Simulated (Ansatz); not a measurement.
## Structure optimisation: rhodium, fcc

Level of theory: DFT, revPBE, plane waves (420 eV) with PAW, scalar-relativistic (Ansatz). (PAW data from PBE, frozen cores regenerated.)

k-point mesh 14×14×14, Fermi-Dirac smearing 0.05 eV, starting moments 1.00 μB. Cell and atoms relax.

Starting structure:

```xyz
1
Lattice="0.0000 1.9016 1.9016 1.9016 0.0000 1.9016 1.9016 1.9016 0.0000" Properties=species:S:1:pos:R:3 pbc="T T T"
Rh    0.0000    0.0000    0.0000
```

Q: What cell does the relaxation end in?

A: Fm-3m with a = 3.847 Å; 14.24 Å³ per atom against 13.75 at the start (3.5 %).

Q: How much energy does the relaxation gain?

A: 13.4 meV per atom.

Q: Which magnetic state does it end in?

A: non-magnetic.
